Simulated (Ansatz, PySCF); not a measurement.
Species: water, H₂O, net charge 0, singlet state. 
Geometry from a B3LYP-D3(BJ)/def2-TZVP (Ansatz, a program for electronic structure) optimisation:
```xyz
3

O      0.0070     0.0013     0.1167
H     -0.0500     0.7593    -0.4742
H     -0.0062    -0.7700    -0.4592
```

Dipole moments at this geometry, in debye (magnitudes).

```json
[
 {"level": "SVWN5/def2-TZVPD", "program": "Ansatz", "dipole (D)": "1.85"},
 {"level": "BP86/def2-TZVPD", "program": "PySCF", "dipole (D)": "1.79"},
 {"level": "PW6B95/def2-TZVPD", "program": "PySCF", "dipole (D)": "1.85"},
 {"level": "M06-2X/def2-TZVPD", "program": "PySCF", "dipole (D)": "1.88"},
 {"level": "MN15/def2-TZVPD", "program": "PySCF", "dipole (D)": "1.89"},
 {"level": "CAM-B3LYP/def2-TZVPD", "program": "Ansatz", "dipole (D)": "___"},
 {"level": "wB97M-V/def2-TZVPD", "program": "Ansatz", "dipole (D)": "1.86"},
 {"level": "wB97X-V/def2-TZVPD", "program": "Ansatz", "dipole (D)": "1.87"},
 {"level": "CCSD(T)/aug-cc-pVDZ", "program": "Ansatz", "dipole (D)": "___"}
]
```

Q: Fill in the missing entries.

A: 
- CAM-B3LYP/def2-TZVPD, dipole (D): 1.89
- CCSD(T)/aug-cc-pVDZ, dipole (D): 1.84

Measured: 1.85 D (NIST CCCBDB, as tabulated in the package chemicals), a vibrational average. This is an older compilation, not checked against later work.
